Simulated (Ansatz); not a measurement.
**Worked example: correlation energy of [SiH₃···H···O], triplet**

Geometry: a point of a hydrogen-transfer path between rigid fragments, not a stationary point.

```xyz
6

Si   -1.0438    0.0000    0.0000
H    -1.5386    1.3997    0.0000
H    -1.5386   -0.6999    1.2122
H    -1.5386   -0.6999   -1.2122
H     0.4409    0.0000    0.0000
O     2.0952    0.0000    0.0000
```

Basis cc-pVDZ; Ansatz 0.2.0. Correlated methods freeze the noble-gas cores, which leaves 14 electrons in 46 orbitals. R marks a restricted (for open shells ROHF) determinant, U an unrestricted one.

Full CI isn't at hand for all of this; UCCSDT(Q) serves as the reference, and is uncertain by about the last step of the cluster series.

Runs differ by some tens of microhartree through their thresholds and, for an open shell, their frozen cores, so steps under 0.03 kcal/mol mean nothing.

```
    level  total energy (hartree)
      UHF             -366.016330
     UMP2             -366.241453
    UCCSD             -366.288081
 UCCSD(T)             -366.291978
   UCCSDT             -366.292803
UCCSDT(Q)             -366.292979
```

Problem. What is the correlation energy at UCCSDT(Q), and what share of it do UMP2 and UCCSD(T) recover?

Solution. E(corr) = -366.292979 − (-366.016330) = -0.276649 hartree = -7.528 eV. UMP2: -0.225123 / -0.276649 = 81.37 %. UCCSD(T): -0.275648 / -0.276649 = 99.64 %.

Problem. By how many kcal/mol does UCCSD(T) miss UCCSDT(Q) (1 hartree = 627.509 kcal/mol), and which steps make up the rest?

Solution. -366.291978 − (-366.292979) = 0.001001 hartree = 0.63 kcal/mol. Steps: UCCSDT − UCCSD(T) = -0.52, UCCSDT(Q) − UCCSDT = -0.11 kcal/mol. That is within 1 kcal/mol of the reference in this basis, which itself misses far more of the correlation at the basis-set limit.
